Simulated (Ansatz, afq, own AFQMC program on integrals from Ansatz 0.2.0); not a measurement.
# AlCCl (triplet): quantum Monte Carlo beside coupled cluster at angle Al1–C2–Cl3 = 91.1°, cc-pVDZ

Aim: compute AlCCl (triplet) with auxiliary-field quantum Monte Carlo on the same integrals as coupled cluster, and set the energies side by side.

Computed with Ansatz 0.2.0, Gaussian basis, and an in-house AFQMC program (afq) on its integrals; all values are calculated. Level: cc-pVDZ, frozen cores.

The runs, in order: PBE (unrestricted); r2SCAN (unrestricted); PBE0 (unrestricted); B3LYP (unrestricted); wB97M-V (unrestricted); B2PLYP (unrestricted); CCSD(T) on UHF; CCSDT(Q) on UHF; Phaseless AFQMC, CISD trial on UHF.

**1. The geometry**

The geometry derives from a PBE0/def2-TZVP stationary point (not a proven minimum). One angle is set to the value named; bond lengths are kept.

3 atoms, charge 0, spin multiplicity 3.

Atoms are counted from 1 here; the program's logs count them from 0.

Bond lengths: Al1–C2 1.945 Å, Al1–Cl3 2.572 Å, C2–Cl3 1.645 Å. Angles: C2–Al1–Cl3 39.8°, Al1–C2–Cl3 91.1°, Al1–Cl3–C2 49.1°.

As a file:

```xyz
3
charge 0, multiplicity 3
Al    0.3197    0.0000    1.4447
C    -1.0424    0.0000    0.0561
Cl    0.1098    0.0000   -1.1185
```

**2. PBE (unrestricted)**

Contents of in.yaml:

```yaml
crystal:
  periodic: [false, false, false]
  atoms:
    - {symbol: Al, position_ang: [0.319716, 0.000000, 1.444666]}
    - {symbol: C, position_ang: [-1.042426, 0.000000, 0.056118]}
    - {symbol: Cl, position_ang: [0.109831, 0.000000, -1.118476]}
basis:
  gaussian: {orbitals: cc-pVDZ}
magnetization: {spin_polarized: true, initial_magnetization: 2}
hamiltonian: {xc: {name: PBE}}
output: {orbitals: {seedname: orbitals}}
```

Run with:

```sh
ansatz run in.yaml --threads 1 --pin off --events-out ev --progress --plain --max-ram 1382MiB
```

The log of the run:

```text
Functional definition: PBE
  name "PBE"
  cite "Perdew, Burke & Ernzerhof, Phys. Rev. Lett. 77, 3865 (1996) doi:10.1103/PhysRevLett.77.3865"
  parent pbe
  parameter kappa = 0.804
  parameter beta = 0.06672455060314922
  exchange = pbe_x(kappa = kappa, mu = beta*pi^2/3)
  correlation = pbe_c(beta = beta)
511 factors; integrals over basis functions are off by at most 1.6e-3 eV
mean field evaluation 1: about -20131.7351 eV, gradient 4.2e1 eV
mean field evaluation 2: about -20057.1566 eV, gradient 8.2e1 eV
mean field evaluation 4: about -20134.6817 eV, gradient 3.0e1 eV
mean field evaluation 8: about -20142.3485 eV, gradient 2.4e-1 eV
mean field evaluation 16: about -20142.3484 eV, gradient 2.1e-4 eV
mean field -20142.34835386 eV, -740.2176490302 hartree, gradient 5.5e-5 eV, S^2 2.005465; 0 other end points of the search recorded, 0 dependent functions left out
reference -20142.34838195 eV, -740.2176500625 hartree; 19, 17 occupied and 31, 33 virtual orbitals, 511 factors
Total energy: -20142.34838195 eV, -740.2176500625 hartree
```

Run time: 0.6 s. Hardware: 1 thread of AMD EPYC 9R45 (Zen 5), shared host.

From the report: ⟨S²⟩ of the determinant 2.005 (pure triplet: 2.00).

**3. r2SCAN (unrestricted)**

Changes to in.yaml since step 2:

```diff
@@ -9,3 +9,2 @@
 magnetization: {spin_polarized: true, initial_magnetization: 2}
-hamiltonian: {xc: {name: PBE}}
-output: {orbitals: {seedname: orbitals}}
+hamiltonian: {xc: {name: r2SCAN}}
```

Same command.

The log of the run:

```text
Functional definition: r2SCAN
  name "r2SCAN"
  cite "Furness, Kaplan, Ning, Perdew & Sun, J. Phys. Chem. Lett. 11, 8208 (2020) doi:10.1021/acs.jpclett.0c02405"
  cite "Furness, Kaplan, Ning, Perdew & Sun, J. Phys. Chem. Lett. 11, 9248 (2020) doi:10.1021/acs.jpclett.0c03077"
  parent r2scan
  parameter k0 = 0.174
  parameter k1 = 0.065
  parameter a1 = 4.9479
  exchange = r2scan_x(k0 = k0, k1 = k1, a1 = a1)
  correlation = r2scan_c
511 factors; integrals over basis functions are off by at most 1.6e-3 eV
mean field evaluation 1: about -20142.0199 eV, gradient 3.6e1 eV
mean field evaluation 2: about -20087.5015 eV, gradient 7.5e1 eV
mean field evaluation 4: about -20146.9809 eV, gradient 1.9e1 eV
mean field evaluation 8: about -20150.2704 eV, gradient 1.9e-1 eV
mean field evaluation 16: about -20150.2687 eV, gradient 2.2e-3 eV
mean field -20150.26868800 eV, -740.5087159414 hartree, gradient 4.8e-5 eV, S^2 2.011310; 3 other end points of the search recorded, 0 dependent functions left out
reference -20150.26869829 eV, -740.5087163193 hartree; 19, 17 occupied and 31, 33 virtual orbitals, 511 factors
Total energy: -20150.26869829 eV, -740.5087163193 hartree
```

Run time: 1.6 s. Hardware: 1 thread of AMD EPYC 9R45 (Zen 5), shared host.

From the report: ⟨S²⟩ of the determinant 2.011 (pure triplet: 2.00).

**4. PBE0 (unrestricted)**

Changes to in.yaml since step 3:

```diff
@@ -9,2 +9,3 @@
 magnetization: {spin_polarized: true, initial_magnetization: 2}
-hamiltonian: {xc: {name: r2SCAN}}
+hamiltonian: {xc: {name: PBE0}}
+output: {orbitals: {seedname: orbitals}}
```

Same command.

The log of the run:

```text
Functional definition: PBE0
  name "PBE0"
  cite "Adamo & Barone, J. Chem. Phys. 110, 6158 (1999) doi:10.1063/1.478522"
  cite "Perdew, Burke & Ernzerhof, Phys. Rev. Lett. 77, 3865 (1996) doi:10.1103/PhysRevLett.77.3865"
  parent pbe
  parameter a = 0.25
  parameter kappa = 0.804
  parameter beta = 0.06672455060314922
  exchange = (1 - a)*pbe_x(kappa = kappa, mu = beta*pi^2/3) + a*exact_x
  correlation = pbe_c(beta = beta)
511 factors; integrals over basis functions are off by at most 1.6e-3 eV
mean field evaluation 1: about -20139.1276 eV, gradient 2.7e1 eV
mean field evaluation 2: about -20108.3746 eV, gradient 5.9e1 eV
mean field evaluation 4: about -20143.5308 eV, gradient 6.6e0 eV
mean field evaluation 8: about -20143.9937 eV, gradient 3.9e-1 eV
mean field evaluation 16: about -20143.9964 eV, gradient 1.1e-3 eV
mean field -20143.99636922 eV, -740.2782124777 hartree, gradient 5.1e-5 eV, S^2 2.008700; 1 other end points of the search recorded, 0 dependent functions left out
reference -20143.99638998 eV, -740.2782132408 hartree; 19, 17 occupied and 31, 33 virtual orbitals, 511 factors
Total energy: -20143.99638998 eV, -740.2782132408 hartree
```

It took 0.93 s on 1 thread of AMD EPYC 9R45 (Zen 5), shared host.

From the report: ⟨S²⟩ of the determinant 2.009 (pure triplet: 2.00).

**5. B3LYP (unrestricted)**

Changes to in.yaml since step 4:

```diff
@@ -9,3 +9,2 @@
 magnetization: {spin_polarized: true, initial_magnetization: 2}
-hamiltonian: {xc: {name: PBE0}}
-output: {orbitals: {seedname: orbitals}}
+hamiltonian: {xc: {name: B3LYP}}
```

The command is unchanged.

The log of the run (excerpt; [...] marks lines left out):

```text
Functional definition: B3LYP
  name "B3LYP"
  cite "Stephens, Devlin, Chabalowski & Frisch, J. Phys. Chem. 98, 11623 (1994) doi:10.1021/j100096a001"
  cite "Becke, Phys. Rev. A 38, 3098 (1988) doi:10.1103/PhysRevA.38.3098"
  cite "Lee, Yang & Parr, Phys. Rev. B 37, 785 (1988) doi:10.1103/PhysRevB.37.785"
  cite "Vosko, Wilk & Nusair, Can. J. Phys. 58, 1200 (1980) doi:10.1139/p80-159"
[...]
511 factors; integrals over basis functions are off by at most 1.6e-3 eV
[...]
mean field -20153.33581026 eV, -740.6214306053 hartree, gradient 7.2e-5 eV, S^2 2.007269; 0 other end points of the search recorded, 0 dependent functions left out
reference -20153.33599669 eV, -740.6214374565 hartree; 19, 17 occupied and 31, 33 virtual orbitals, 511 factors
Total energy: -20153.33599669 eV, -740.6214374565 hartree
```

Run time: 0.84 s. Hardware: 1 thread of AMD EPYC 9R45 (Zen 5), shared host.

From the report: ⟨S²⟩ of the determinant 2.007 (pure triplet: 2.00).

**6. wB97M-V (unrestricted)**

Changes to in.yaml since step 5:

```diff
@@ -9,2 +9,3 @@
 magnetization: {spin_polarized: true, initial_magnetization: 2}
-hamiltonian: {xc: {name: B3LYP}}
+hamiltonian: {xc: {name: wB97M-V}}
+output: {orbitals: {seedname: orbitals}}
```

Launched as before.

The log of the run (excerpt; [...] marks lines left out):

```text
Functional definition: wB97M-V
  name "wB97M-V"
  cite "Mardirossian & Head-Gordon, J. Chem. Phys. 144, 214110 (2016) doi:10.1063/1.4952647"
  cite "Becke, J. Chem. Phys. 107, 8554 (1997) doi:10.1063/1.475007"
  cite "Vydrov & Van Voorhis, J. Chem. Phys. 133, 244103 (2010) doi:10.1063/1.3521275"
  # Of w^i u^j: cxij and so on, Table III.
[...]
  gx(w, u) = 1 - cx + cx01*u + cx10*w
  gss(w, u) = css00 + css04*u^4 + css10*w + css20*w^2 + css43*w^4*u^3
  gos(w, u) = cos00 + cos10*w + (cos20 + cos21*u)*w^2 + (cos60 + cos61*u)*w^6
[...]
      + integral(e_c_pw_mod_opposite_spin*gos(b97_w_opposite, b97_u_opposite)) + vv10(b, c)
511 factors; integrals over basis functions are off by at most 1.6e-3 eV
144 factors; integrals over basis functions are off by at most 1.3e-5 eV
[...]
mean field -20151.16118577 eV, -740.5415146293 hartree, gradient 7.5e-5 eV, S^2 2.005573; 0 other end points of the search recorded, 0 dependent functions left out
reference -20151.16121861 eV, -740.5415158363 hartree; 19, 17 occupied and 31, 33 virtual orbitals, 511 factors
Total energy: -20151.16121861 eV, -740.5415158363 hartree
```

Wall time 3 s (1 thread of AMD EPYC 9R45 (Zen 5), shared host).

From the report: ⟨S²⟩ of the determinant 2.006 (pure triplet: 2.00).

**7. B2PLYP (unrestricted)**

Changes to in.yaml since step 6:

```diff
@@ -9,3 +9,3 @@
 magnetization: {spin_polarized: true, initial_magnetization: 2}
-hamiltonian: {xc: {name: wB97M-V}}
-output: {orbitals: {seedname: orbitals}}
+hamiltonian: {xc: {name: B2PLYP}}
+correlation: {electrons: outside_noble_gas}
```

The command is unchanged.

The log of the run (excerpt; [...] marks lines left out):

```text
Functional definition: B2PLYP
  name "B2PLYP"
  cite "Grimme, J. Chem. Phys. 124, 034108 (2006) doi:10.1063/1.2148954"
  cite "Becke, Phys. Rev. A 38, 3098 (1988) doi:10.1103/PhysRevA.38.3098"
  cite "Lee, Yang & Parr, Phys. Rev. B 37, 785 (1988) doi:10.1103/PhysRevB.37.785"
[...]
511 factors; integrals over basis functions are off by at most 1.6e-3 eV
[...]
mean field -20141.57084238 eV, -740.1890760104 hartree, gradient 3.2e-6 eV, S^2 2.012764; 2 other end points of the search recorded, 0 dependent functions left out
11 core orbitals not correlated: weight in the atoms' cores, before any rotation towards them, 1.000 or more for the frozen orbitals, at most 0.000 for the correlated occupied ones
reference -20141.57096072 eV, -740.1890803593 hartree; 8, 6 occupied and 31, 33 virtual orbitals, 511 factors
second order -9.31962718 eV of doubles, -0.00000000 eV of singles
Total energy: -20144.08726006 eV, -740.2815526543 hartree
```

It took 1.3 s on 1 thread of AMD EPYC 9R45 (Zen 5), shared host.

From the report: ⟨S²⟩ of the determinant 2.013 (pure triplet: 2.00).

**8. CCSD(T) on UHF**

Changes to in.yaml since step 7:

```diff
@@ -9,3 +9,2 @@
 magnetization: {spin_polarized: true, initial_magnetization: 2}
-hamiltonian: {xc: {name: B2PLYP}}
-correlation: {electrons: outside_noble_gas}
+correlation: {method: ccsd_t, electrons: outside_noble_gas, hamiltonian_folder: ham}
```

The command is unchanged.

The log of the run (excerpt; [...] marks lines left out):

```text
Functional definition: HF
  name "HF"
  cite "Fock, Z. Phys. 61, 126 (1930) doi:10.1007/BF01340294"
  parent pbe
[...]
511 factors; integrals over basis functions are off by at most 1.6e-3 eV
[...]
mean field -20113.80402314 eV, -739.1686642242 hartree, gradient 2.4e-6 eV, S^2 2.022708; 13 other end points of the search recorded, 0 dependent functions left out
determinant -20113.80402314 eV, -739.1686642242 hartree, with singles and doubles -20122.06407729 eV, -739.4722156155 hartree
determinant -20111.40661024 eV, -739.0805609253 hartree, with singles and doubles -20119.43300325 eV, -739.3755254279 hartree
determinant -20111.26683368 eV, -739.0754242316 hartree, with singles and doubles -20119.53173829 eV, -739.3791538739 hartree
determinant -20110.72432825 eV, -739.0554875246 hartree, with singles and doubles -20119.55410144 eV, -739.3799757043 hartree
determinant -20110.59342149 eV, -739.0506767898 hartree, with singles and doubles -20118.94879652 eV, -739.3577311588 hartree
determinant -20110.49502912 eV, -739.0470609371 hartree, with singles and doubles -20118.79389202 eV, -739.3520385236 hartree
determinant -20110.36837510 eV, -739.0424064877 hartree, with singles and doubles -20119.33385741 eV, -739.3718818854 hartree
11 core orbitals not correlated: weight in the atoms' cores, before any rotation towards them, 1.000 or more for the frozen orbitals, at most 0.000 for the correlated occupied ones
reference -20113.80402314 eV, -739.1686642242 hartree; 8, 6 occupied and 31, 33 virtual orbitals, 511 factors
second order -7.25873231 eV of doubles, -0.00000000 eV of singles
cycle   1  -8.26048110 eV  change   -4.3e-4 eV  update   2.9e-3
[...]
cycle   9  -8.26334772 eV  change    5.3e-6 eV  update   5.6e-6
perturbative correction -0.27321229 eV, -0.0100403667 hartree
Total energy: -20122.34058315 eV, -739.4823770186 hartree
```

Run time: 2.8 s. Hardware: 1 thread of AMD EPYC 9R45 (Zen 5), shared host.

From the report: ⟨S²⟩ of the determinant 2.023 (pure triplet: 2.00); correlation -8.5366 eV; T1 0.028; largest double amplitude 0.09.

This run also writes the integrals to the folder ham.

**9. CCSDT(Q) on UHF**

Changes to in.yaml since step 8:

```diff
@@ -9,2 +9,2 @@
 magnetization: {spin_polarized: true, initial_magnetization: 2}
-correlation: {method: ccsd_t, electrons: outside_noble_gas, hamiltonian_folder: ham}
+correlation: {method: ccsdt_q, electrons: outside_noble_gas}
```

Launched as before.

The log of the run (excerpt; [...] marks lines left out):

```text
Functional definition: HF
  name "HF"
  cite "Fock, Z. Phys. 61, 126 (1930) doi:10.1007/BF01340294"
  parent pbe
[...]
982 factors; integrals over basis functions are off by at most 1.5e-7 eV
[...]
mean field -20113.80412356 eV, -739.1686679147 hartree, gradient 2.5e-6 eV, S^2 2.022709; 13 other end points of the search recorded, 0 dependent functions left out
determinant -20113.80412356 eV, -739.1686679147 hartree, with singles and doubles -20122.06419771 eV, -739.4722200409 hartree
determinant -20111.40672854 eV, -739.0805652727 hartree, with singles and doubles -20119.43311976 eV, -739.3755297097 hartree
determinant -20111.26694621 eV, -739.0754283669 hartree, with singles and doubles -20119.53185597 eV, -739.3791581983 hartree
determinant -20110.72442494 eV, -739.0554910781 hartree, with singles and doubles -20119.55421645 eV, -739.3799799310 hartree
determinant -20110.59356038 eV, -739.0506818939 hartree, with singles and doubles -20118.94893657 eV, -739.3577363057 hartree
determinant -20110.49514609 eV, -739.0470652357 hartree, with singles and doubles -20118.79401766 eV, -739.3520431406 hartree
determinant -20110.36848686 eV, -739.0424105949 hartree, with singles and doubles -20119.33397273 eV, -739.3718861233 hartree
11 core orbitals not correlated: weight in the atoms' cores, before any rotation towards them, 1.000 or more for the frozen orbitals, at most 0.000 for the correlated occupied ones
reference -20113.80412356 eV, -739.1686679147 hartree; 8, 6 occupied and 31, 33 virtual orbitals, 982 factors
second order -7.25876115 eV of doubles, -0.00000000 eV of singles
cycle   1  -7.85769653 eV  change   -6.0e-1 eV  update   1.0e-1
[...]
cycle  22  -8.57672295 eV  change    8.9e-7 eV  update   1.3e-6
perturbative correction -0.02342630 eV, -0.0008609007 hartree
Total energy: -20122.40427282 eV, -739.4847175705 hartree
```

It took 23 s on 1 thread of AMD EPYC 9R45 (Zen 5), shared host; peak memory 0.56 GiB.

From the report: ⟨S²⟩ of the determinant 2.023 (pure triplet: 2.00); correlation -8.6001 eV; T1 0.032; largest double amplitude 0.10.

**10. Phaseless AFQMC, CISD trial on UHF**

It reads the integrals that the CCSD(T) run on this determinant wrote.

Run with:

```sh
afq ham --method phaseless --trial cisd --walkers 60 --populations 1 --least-time 40 --time-step 0.005 --steps-per-block 50 --equilibration-blocks 28 --max-blocks 300 --target-error 0.00045 --factor-cut 1e-05 --start spin_pure --seed 858 --release-times 0.24,0.51,0.99,1.62,2.4 --release-step 0.03 --release-every 4 --taylor-order 6
```

The log of the run:

```text
orbitals 39  electrons 8 6  factors 302 of 511
reference energy -739.16866422 Eh
CCSD correlation -0.30367224 Eh in 15 cycles, weight of the determinant in the CISD state 0.8294
energy of the start -739.471452 Eh
 block  time / (1/Eh)  mean weight  energy / Eh
     1     0.250  0.9999  -739.466272
     2     0.500  0.9997  -739.467551
     3     0.750  0.9995  -739.470958
     4     1.000  1.0026  -739.474370
     5     1.250  1.0007  -739.476459
     6     1.500  1.0012  -739.471456
     7     1.750  1.0032  -739.474195
     8     2.000  1.0013  -739.475941
     9     2.250  0.9991  -739.473952
    10     2.500  0.9992  -739.480650
    17     4.250  1.0016  -739.481497
    25     6.250  0.9984  -739.485292
    33     8.250  0.9997  -739.486609
    41    10.250  0.9993  -739.479016
    49    12.250  0.9993  -739.487445
    57    14.250  1.0005  -739.479368
    65    16.250  1.0005  -739.474828
    73    18.250  1.0002  -739.486246
    81    20.250  0.9996  -739.483545
    89    22.250  1.0036  -739.478702
    97    24.250  1.0002  -739.487238
   105    26.250  0.9989  -739.480068
   113    28.250  1.0005  -739.492100
   121    30.250  0.9988  -739.481718
   129    32.250  0.9997  -739.486970
   137    34.250  1.0021  -739.481947
   145    36.250  1.0000  -739.483087
   153    38.250  0.9984  -739.485232
   161    40.250  1.0024  -739.483200
   169    42.250  0.9986  -739.491271
   177    44.250  0.9996  -739.487524
   185    46.250  1.0018  -739.481151
   193    48.250  0.9991  -739.492802
   201    50.250  0.9996  -739.489983
   209    52.250  1.0018  -739.487020
   217    54.250  1.0012  -739.486021
   225    56.250  0.9984  -739.485707
   233    58.250  0.9981  -739.482802
   241    60.250  1.0006  -739.480115
   249    62.250  0.9976  -739.482278
   257    64.250  1.0002  -739.491746
   265    66.250  1.0005  -739.490993
   273    68.250  0.9994  -739.477137
   281    70.250  0.9995  -739.488409
   289    72.250  1.0007  -739.485572
   297    74.250  0.9984  -739.488393
   305    76.250  0.9988  -739.493513
   313    78.250  0.9992  -739.482209
   321    80.250  1.0011  -739.482868
blocks merged  error / Eh  count
     1  0.000327  300
     2  0.000396  150
     4  0.000471  75
     8  0.000486  37
    16  0.000566  18
    32  0.000486  9
released: time / (1/Eh)  energy / Eh  error  mean overlap
  0.24  -739.484487  0.000550  0.9978
  0.51  -739.484204  0.000653  1.0016
  0.99  -739.483681  0.000724  1.0307
  1.62  -739.483866  0.000903  1.0304
  2.40  -739.484191  0.001222  1.0611
energy -739.484088 +/- 0.000566 Eh
```

It took 5.3 min on 1 thread of AMD EPYC 9R45 (Zen 5), shared host.

Energy -20122.3871 ± 0.0154 eV. Caveats: constraint bias not in the error.

**11. AFQMC on the ladder**

On the UHF determinant, counted from CCSDT(Q) (a yardstick, not exact):

```csv
level,energy (eV),from CCSDT(Q) (kJ/mol),statistical error (kJ/mol),time
HF,-20113.8040,+829.8,,
MP2,-20121.0628,+129.4,,
CCSD,-20122.0674,+32.5,,
CCSD(T),-20122.3406,+6.1,,
CCSDT(Q),-20122.4043,0.0,,
"Phaseless AFQMC, CISD trial, step 0.005, 60 walkers",-20122.3871,+1.7,1.5,5.3 min
```

The functionals' totals stand on their own zeros and serve differences with other points: PBE -20142.348 eV; r2SCAN -20150.269 eV; PBE0 -20143.996 eV; B3LYP -20153.336 eV; wB97M-V -20151.161 eV; B2PLYP -20144.087 eV.

**12. Results**

| quantity | value |
| --- | --- |
| CCSD(T) on UHF from CCSDT(Q) | +6.1 kJ/mol |
| Phaseless AFQMC, CISD trial on UHF from CCSDT(Q) | +1.7 ± 1.5 kJ/mol |

What this shows: On UHF the phaseless walk with the CISD trial lies +1.7 kJ/mol from CCSDT(Q), within three error bars. Error bars are statistical and leave out the constraint, the time step and what remains of the start.
